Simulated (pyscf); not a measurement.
AsH (SMILES [AsH]) [triplet] + SiH₄ (SMILES [SiH4]) -> H₃Si–AsH• (SMILES [SiH3][AsH]) + H• (SMILES [H]), a substitution at Si (triplet surface; H–Si broken, As–Si formed). PySCF, gas phase, ωB97X-D3(BJ)/def2-SVP geometries. Correlated levels are frozen-core, on RHF or UHF. ΔMP2 is the change of the MP2 total energy from the triple- to the quadruple-zeta basis. Energies in eV from the separated reactants.

Small-basis levels: PySCF, no dispersion term, spherical d functions. Open shells are spin-unrestricted. 

Task: Quick B3LYP/6-31G*+LANL2DZ single points give ΔE‡ = 1.68 eV and ΔE = +1.71 eV. What does CCSD(T)/def2-TZVPP + ΔMP2(QZVPP) give, and how far is the quick result from it?

Result: CCSD(T)/def2-TZVPP + ΔMP2(QZVPP) gives ΔE‡ = 1.58 eV and ΔE = +1.46 eV. B3LYP/6-31G*+LANL2DZ lies 0.10 eV over it in the barrier and 0.26 eV over it in the reaction energy, so on this step it does not hold to within 0.13 eV. At B3LYP/6-31G*+LANL2DZ this geometry lies under one side, so its ΔE‡ may be no barrier of that level. CCSD(T)/def2-TZVPP + ΔMP2(QZVPP) has limits of its own. H₃Si–AsH• + H• also meet on a surface of lower spin, which isn't treated here. One saddle was located; it need not be the lowest between these sides. The angle at the attacked Si is 178°. The CCSD(T) − MP2 part came from Ansatz, without density fitting, on the same reference. The frozen core leaves the outer d or s,p core shells of the metals and heavy elements correlated in the MP2 and CC values, and def2-TZVPP describes them poorly, which can shift differences by a few kcal/mol. In the def2 sets elements up to Kr have no core potential.
